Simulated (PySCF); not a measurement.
PySCF input for phosphine (H₃P), SMILES P, PBE-D3(BJ)/def2-TZVPD. Coordinates come from a PBE-D3(BJ)/def2-TZVPD optimisation.

```python
import numpy as np
from pyscf import gto, scf, dft, df
from pyscf.hessian import thermo

mol = gto.M(
    atom='''
    P    -0.00000000    0.00000000    0.13197902
    H     1.03260694   -0.59617590   -0.65989506
    H    -1.03260692   -0.59617591   -0.65989508
    H     0.00000000    1.19235176   -0.65989510
    ''',
    basis='def2-TZVPD',
    charge=0,
    spin=0,
    max_memory=1600,
    verbose=3,
)
mf = dft.RKS(mol, xc='pbe').density_fit(auxbasis='def2-universal-jkfit')
mf.disp = 'd3bj'
mf.grids.level = 3
mf.conv_tol = 1e-11
mf.max_cycle = 100
mf.kernel()

# [left out here: the lines that compute and print the analytic Hessian (its translational invariance restored by hand, since the grid's response is missing), thermochemistry and intensities]
```

Program output:

```
converged SCF energy = -342.984976683916

WARN: DFTD3 does not support analytical Hessian, using finite difference


WARN: Mole.unit (angstrom) is changed to Bohr

Mode                                 0                   1                   2
Irrep
Freq [cm^-1]                      973.2053           1091.4226           1091.4265
Reduced mass [au]                   1.0741              1.0249              1.0249
Force const [Dyne/A]                0.5994              0.7193              0.7193
Char temp [K]                    1400.2257           1570.3141           1570.3197
Normal mode                   x     y     z       x     y     z       x     y     z
       0   P                 0.00  0.00  0.05    0.00 -0.02  0.00   -0.02 -0.00 -0.00
       1   H                -0.27  0.15 -0.46    0.40  0.46  0.17    0.02  0.41 -0.27
       2   H                 0.27  0.15 -0.46   -0.40  0.48  0.15   -0.00 -0.39  0.28
       3   H                 0.00 -0.31 -0.46   -0.02 -0.22 -0.32    0.71 -0.01 -0.01
Mode                                 3                   4                   5
Irrep
Freq [cm^-1]                     2324.7531           2338.5286           2338.5438
Reduced mass [au]                   1.0333              1.0405              1.0405
Force const [Dyne/A]                3.2902              3.3525              3.3526
Char temp [K]                    3344.8022           3364.6220           3364.6439
Normal mode                   x     y     z       x     y     z       x     y     z
       0   P                 0.00 -0.00  0.03   -0.00 -0.03 -0.00   -0.03  0.00  0.00
       1   H                 0.42 -0.24 -0.29   -0.29  0.16  0.22    0.50 -0.29 -0.38
       2   H                -0.42 -0.24 -0.29    0.30  0.16  0.22    0.50  0.29  0.38
       3   H                 0.00  0.49 -0.29   -0.00  0.67 -0.44   -0.01 -0.00  0.00
temperature 298.1500 [K]
pressure 101325.00 [Pa]
Rotational constants [GHz] 130.34663 130.34663 117.55108
Symmetry number 3
Zero-point energy (ZPE) 0.02314 [Eh]   60757.614 [J/mol]
                           tot       elec      trans        rot        vib
Entropy [J/mol/K]       210.423      0.000    152.725     56.718      0.980
Cv [J/mol/K]             29.094      0.000     12.472     12.472      4.150
Cp [J/mol/K]             37.408      0.000     20.786     12.472      4.150
Internal energy [J/mol]                      3718.434   3718.434  61001.375
Internal energy [Eh]   -342.95891  -342.98498
Enthalpy [J/mol]                             6197.391   3718.434  61001.375
Enthalpy [Eh]          -342.95797
Gibbs free energy [J/mol]                  -39337.471 -13191.967  60709.139
Gibbs free energy [Eh] -342.98186
mode   freq/cm-1   IR/(km/mol)
   1      973.21        15.111
   2     1091.42         8.897
   3     1091.43         8.893
   4     2324.75        30.947
   5     2338.53        48.256
   6     2338.54        48.241
max |gradient| / (hartree/bohr): 4.52130401657521e-05
APT charges: [ 0.2598 -0.0866 -0.0866 -0.0866]
```

Self-consistency was reached.
